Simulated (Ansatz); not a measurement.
A run of Ansatz (development build ahead of 0.2.0) on singlet CO at this shape:

```json
{"atom": "O", "x (Å)": "0.0000", "y (Å)": "0.0000", "z (Å)": "0.4930"}
{"atom": "C", "x (Å)": "0.0000", "y (Å)": "0.0000", "z (Å)": "-2.9580"}
```

Its results:

```
Converged                       : yes
Total energy                    : -112.81100 hartree
Spin squared of the determinant : 1.884
Stability test                  : minimum
```

Problem. Which input gives this output? Name the method, the orbitals and the basis set, and write the input.

Solution. PBE (unrestricted) in pcseg-2.

```yaml
crystal:
  periodic: [false, false, false]
  atoms:
    - { symbol: O, position_ang: [0.0, 0.0, 0.493] }
    - { symbol: C, position_ang: [0.0, 0.0, -2.958] }
basis:
  gaussian: { orbitals: pcseg-2 }
magnetization:
  spin_polarized: true
hamiltonian:
  xc: pbe
```

Caution: charge can spread falsely over distant fragments; the unrestricted determinant is a mixture of spin states.
